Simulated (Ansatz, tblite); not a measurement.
# SiMe2H2 (C₂H₈Si): one state, many levels

How do method and basis change the picture of SiMe2H2 (C₂H₈Si) (singlet)?

Method: as each input shows; program: Ansatz 0.2.0, Gaussian basis.

The runs, in order: GFN1-xTB, GFN2-xTB, PBE-D4/def2-TZVP, r2SCAN-D4/def2-TZVP, ωB97M-V/def2-TZVP, CAM-B3LYP-D4/def2-TZVP, B97M-V/def2-TZVP, LC-ωPBE/def2-TZVP, B2PLYP/def2-TZVP, BLYP-D4/def2-TZVP, ωB97X-V/def2-TZVP, PBE-D4/def2-SVP, PBE0-D4/def2-SVP, PBE0-D4/def2-TZVPD, PBE-D4/def2-TZVPD, r2SCAN-D4/def2-TZVPD, CCSD(T)/def2-TZVPP, MP2/def2-TZVP, RPA/def2-TZVP.

1 further run of the same task is left out (it didn't finish).

## 1. The relaxed structure

The singlet was relaxed beforehand with PBE-D4/def2-TZVP.

11 atoms, charge 0, spin multiplicity 1.

Bond lengths: Si1–C2 1.883 Å, Si1–C6 1.883 Å, Si1–H10 1.500 Å, Si1–H11 1.500 Å, C2–H3 1.099 Å, C2–H4 1.100 Å, C2–H5 1.100 Å, C6–H7 1.099 Å, C6–H8 1.100 Å, C6–H9 1.100 Å. Angles: C2–Si1–C6 111.4°, C2–Si1–H10 109.5°, C2–Si1–H11 109.5°, C6–Si1–H10 109.5°, C6–Si1–H11 109.5°, H10–Si1–H11 107.3°, Si1–C2–H3 111.1°, Si1–C2–H4 110.8°, Si1–C2–H5 110.8°, H3–C2–H4 108.0°, H3–C2–H5 108.0°, H4–C2–H5 108.0°, Si1–C6–H7 111.1°, Si1–C6–H8 110.8°, Si1–C6–H9 110.8°, H7–C6–H8 108.0°, H7–C6–H9 108.0°, H8–C6–H9 108.0°.

PBE0-D4/def2-TZVP was run before; its log isn't repeated, and its numbers join the tables.

## 2. GFN1-xTB

Tight binding, by tblite at 300 K electronic temperature and without a spin-polarisation term:

```python
tblite.interface.Calculator('GFN1-xTB', numbers, positions, charge=0, uhf=0).singlepoint()
```

Energy -282.9074 eV, HOMO -11.93 eV, LUMO -4.74 eV; 0.005 s.

## 3. GFN2-xTB

Tight binding, by tblite at 300 K electronic temperature and without a spin-polarisation term:

```python
tblite.interface.Calculator('GFN2-xTB', numbers, positions, charge=0, uhf=0).singlepoint()
```

Energy -274.1274 eV, HOMO -10.87 eV, LUMO -4.30 eV; 0.003 s.

## 4. PBE-D4/def2-TZVP

start.molden holds the orbitals of an earlier run on this state, given as this run's starting guess.

Input file in.yaml:

```yaml
crystal:
  periodic: [false, false, false]
  atoms:
    - {symbol: Si, position_ang: [-0.596007, -0.003632, -0.423794]}
    - {symbol: C, position_ang: [-0.632843, 0.001065, 1.459088]}
    - {symbol: H, position_ang: [-1.665927, 0.007323, 1.835039]}
    - {symbol: H, position_ang: [-0.120974, 0.889284, 1.857879]}
    - {symbol: H, position_ang: [-0.130235, -0.890572, 1.861954]}
    - {symbol: C, position_ang: [1.170347, 0.002325, -1.076898]}
    - {symbol: H, position_ang: [1.186278, -0.004644, -2.176136]}
    - {symbol: H, position_ang: [1.720580, -0.882266, -0.723750]}
    - {symbol: H, position_ang: [1.710406, 0.897533, -0.735051]}
    - {symbol: H, position_ang: [-1.326129, 1.200262, -0.942439]}
    - {symbol: H, position_ang: [-1.315496, -1.216697, -0.935871]}
basis:
  gaussian: {orbitals: def2-TZVP, initial_orbitals: start.molden}
hamiltonian: {xc: pbe, dispersion: d4}
scf: {omitted_lower_state_checks: [starts]}
output: {orbitals: {seedname: orbitals}}
```

Started as:

```bash
$ ansatz run in.yaml --threads 4 --pin off --events-out ev --progress --plain --max-ram 3916MiB
```

The runs that follow: r2SCAN-D4/def2-TZVP; ωB97M-V/def2-TZVP; CAM-B3LYP-D4/def2-TZVP; B97M-V/def2-TZVP; LC-ωPBE/def2-TZVP; B2PLYP/def2-TZVP; BLYP-D4/def2-TZVP; ωB97X-V/def2-TZVP; PBE-D4/def2-SVP; PBE0-D4/def2-SVP; PBE0-D4/def2-TZVPD; PBE-D4/def2-TZVPD; r2SCAN-D4/def2-TZVPD; CCSD(T)/def2-TZVPP; MP2/def2-TZVP; RPA/def2-TZVP.

**Question.** What will the summary of the whole plan be? Wanted: gap in def2-TZVP, named functionals, smallest and largest; correlation energy, CCSD(T)/def2-TZVPP; correlation energy, MP2/def2-TZVP; binding an atom, CCSD(T)/def2-TZVPP; PBE0 total energy, smallest basis above largest.

The runs gave:

| quantity | value |
| --- | --- |
| gap in def2-TZVP, named functionals, smallest and largest | 7.65 eV (BLYP-D4), 14.67 eV (LC-ωPBE) |
| correlation energy, CCSD(T)/def2-TZVPP | -15.29 eV |
| correlation energy, MP2/def2-TZVP | -12.80 eV |
| binding an atom, CCSD(T)/def2-TZVPP | 3.604 eV |
| PBE0 total energy, smallest basis above largest | 5.16 eV (def2-SVP, def2-TZVPD) |

In words: Orbital gaps of the named functionals in def2-TZVP span 7.65 eV (BLYP-D4) to 14.67 eV (LC-ωPBE); exact exchange widens it. The functionals in def2-TZVP miss CCSD(T)/def2-TZVPP by +0.035 (BLYP-D4) to +0.083 eV (CAM-B3LYP-D4) an atom. The reference is CCSD(T) in one finite basis, so it carries an error of its own, often a tenth of an eV or more, and near misses can't be ranked.
